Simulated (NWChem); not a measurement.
Species: pyrazine (C4H4N2); SMILES c1cnccn1

All runs: NWChem. Pople sets run with spherical d functions. Each level has its own optimisation; frequencies are unscaled.

| level | r C–C (Å) | r C–N (Å) | r C–H (Å) | highest harmonic frequency (cm⁻¹) | lowest (cm⁻¹) | zero-point energy (kcal/mol) |
|---|---|---|---|---|---|---|
| Hartree-Fock/STO-3G | 1.390 | 1.353 | 1.086 | 3730 | 443 | 54.7 |
| Hartree-Fock/3-21G | 1.381 | 1.331 | 1.069 | 3417 | 443 | 52.2 |
| Hartree-Fock/6-31G* | 1.386 | 1.319 | 1.075 | 3400 | 427 | 52.1 |
| B3LYP/6-31G* | 1.397 | 1.338 | 1.088 | 3198 | 352 | 48.4 |
| LDA (Slater exchange, VWN5)/def2-SVP | 1.397 | 1.329 | 1.108 | 3080 | 301 | 47.0 |
| PBE/def2-SVP | 1.407 | 1.342 | 1.105 | 3094 | 309 | 46.8 |
| BLYP/def2-SVP | 1.411 | 1.347 | 1.104 | 3077 | 321 | 46.6 |
| PBE0/def2-SVP | 1.397 | 1.329 | 1.096 | 3201 | 350 | 48.7 |
